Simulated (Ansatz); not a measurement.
SiP⁺, triplet: vertical spin and charge gaps

Geometry (PBE0/def2-TZVP stationary point for this spin):

```csv
atom,x (Å),y (Å),z (Å)
Si,0.0000,0.0000,0.0000
P,0.0000,0.0000,2.2166
```

Basis cc-pVTZ; Ansatz 0.2.0. Correlated methods freeze the noble-gas cores. Prefix R: restricted or restricted open-shell reference; prefix U: unrestricted. Active spaces: valence = (8e, 8o) chosen from the atoms' valence shells.

Gaps are energies of the second state less the first, at fixed atoms, for a selection of the levels run; each method lands on the state that its own search finds for that charge and spin.

For open shells CISD is restricted-active-space CI with the open shells as a complete middle space.

Quintet less triplet: 1.947 eV at UCCSDT(Q).

```
                   level  gap (eV)  error (meV)
                     RHF     1.402         -545
                     UHF     1.371         -576
                    RMP2     1.808         -139
                    UMP2     1.818         -129
                    CISD     1.714         -233
                   RCCSD     1.917          -30
                   UCCSD     1.917          -30
                RCCSD(T)     1.943           -4
                UCCSD(T)     1.941           -6
                 BCCD(T)     1.943           -4
                  RCCSDT     1.946           -1
                  UCCSDT     1.944           -3
               RCCSDT(Q)     1.948            1
  CASSCF (valence space)     1.888          -59
  NEVPT2 (valence space)     1.852          -95
  MRCISD (valence space)     1.925          -22
MRCISD+Q (valence space)     1.912          -35
                     PBE     2.001           54
                  r2SCAN     1.853          -94
                    PBE0     1.924          -23
                   B3LYP     2.114          167
                 wB97M-V     2.259          312
                  B2PLYP     2.037           90
                 RPA-PBE     2.066          119
```

Full CI isn't at hand for all of this; UCCSDT(Q) serves as the reference, and is uncertain by about the last step of the cluster series. The frozen core follows each run's orbitals, which can shift R against U totals by a few meV.
